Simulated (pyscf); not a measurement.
Thermochemistry of product channels of F–CH•–F (SMILES F[CH]F) + HCl (SMILES Cl) on the doublet surface, in kcal/mol, from ωB97M-D3(BJ)/def2-TZVP energies (ideal gas, 1 atm, RRHO with modes under 100 cm⁻¹ raised to 100, one conformer, R ln 2 for rigid chiral ones). PySCF, gas phase, ωB97X-D3(BJ)/def2-SVP geometries.

```json
[
 {"products": "F–C•(F)–Cl (SMILES F[C](F)Cl) + H₂ (SMILES [H][H])", "ΔE": "___", "ΔH(298 K)": "+14.1", "ΔG(298 K)": "+16.0", "ΔG(1200 K)": "___"},
 {"products": "HF (SMILES F) + F–CH•–Cl (SMILES F[CH]Cl)", "ΔE": "+0.7", "ΔH(298 K)": "+1.2", "ΔG(298 K)": "+0.9", "ΔG(1200 K)": "-0.8"}
]
```

Q: Fill in the missing entries.

A: 
- F–C•(F)–Cl (SMILES F[C](F)Cl) + H₂ (SMILES [H][H]), ΔE: +17.3
- F–C•(F)–Cl (SMILES F[C](F)Cl) + H₂ (SMILES [H][H]), ΔG(1200 K): +19.6

These are energies of the channels, which say nothing of barriers.
